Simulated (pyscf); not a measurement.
H₃C–CH₃ (SMILES CC) + CH₂ (SMILES [CH2]) [triplet] -> •H₂C–CH₃ (SMILES [CH2]C) + CH₃• (SMILES [CH3]) (hydrogen abstraction; triplet surface; C–H broken, C–H formed). Single points on ωB97X-D3(BJ)/def2-SVP structures (PySCF, gas phase). MP2 and CC: frozen core, UHF for open shells. ΔMP2 is the change of the MP2 total energy from the triple- to the quadruple-zeta basis. Energies in kcal/mol from the separated reactants.

```json
[
 {"level": "PBE/def2-TZVP", "barrier": "2.4", "reaction energy": "-10.6"},
 {"level": "PBE0-D3(BJ)/def2-TZVP", "barrier": "5.2", "reaction energy": "-9.8"},
 {"level": "M06-2X/def2-TZVP", "barrier": "10.4", "reaction energy": "-6.0"},
 {"level": "HF/def2-TZVP", "barrier": "23.7", "reaction energy": "-5.1"},
 {"level": "MP2/def2-QZVPP", "barrier": "…", "reaction energy": "-6.2"},
 {"level": "CCSD/def2-TZVPP", "barrier": "12.5", "reaction energy": "-7.2"},
 {"level": "CCSD(T)/def2-TZVPP + ΔMP2(QZVPP)", "barrier": "…", "reaction energy": "…"}
]
```

Complete the blanks.


- MP2/def2-QZVPP, barrier: 12.3
- CCSD(T)/def2-TZVPP + ΔMP2(QZVPP), barrier: 10.5
- CCSD(T)/def2-TZVPP + ΔMP2(QZVPP), reaction energy: -7.7

Of the functionals in the table, M06-2X is closest to CCSD(T)/def2-TZVPP + ΔMP2(QZVPP) in the barrier (0.1 kcal/mol apart) and PBE least close (8.1 kcal/mol); that level has limits of its own. •H₂C–CH₃ + CH₃• also meet on a surface of lower spin, which isn't treated here. This is the saddle that the search found; another between the same sides may lie lower. The angle at the transferred H is 177°. The CCSD(T) − MP2 part came from Ansatz, without density fitting, on the same reference.
